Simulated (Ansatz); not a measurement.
A displaced shape of singlet HClO:

| atom | x (Å) | y (Å) | z (Å) |
| --- | --- | --- | --- |
| O | -0.0324 | 0.8727 | -0.7324 |
| H | -0.0169 | 1.5993 | -0.0628 |
| Cl | -0.0318 | -0.4886 | 0.3044 |

It was optimised with HF/def2-SVP in Ansatz (development build ahead of 0.2.0) to forces under 0.001 eV/Å, with restricted orbitals. Each step stands on the lowest determinant of that kind that the program's search found.

Problem. What shape does it relax to, and how does the optimisation go?

Solution.

```xyz
3

O    -0.0318    0.8672   -0.6874
H    -0.0172    1.6041   -0.0904
Cl   -0.0320   -0.4879    0.2870
```

Bond lengths: O1–H2 0.948 Å, O1–Cl3 1.669 Å. Angles: H2–O1–Cl3 105.3°.

```json
{"step": "1", "E − E(start) (eV)": "0.0000", "largest force (eV/Å)": "2.3887"}
{"step": "2", "E − E(start) (eV)": "-0.0652", "largest force (eV/Å)": "0.8510"}
{"step": "3", "E − E(start) (eV)": "-0.0788", "largest force (eV/Å)": "0.1351"}
{"step": "4", "E − E(start) (eV)": "-0.0795", "largest force (eV/Å)": "0.0317"}
{"step": "5", "E − E(start) (eV)": "-0.0795", "largest force (eV/Å)": "0.0010"}
```

The optimisation ended after 5 steps with its threshold met.
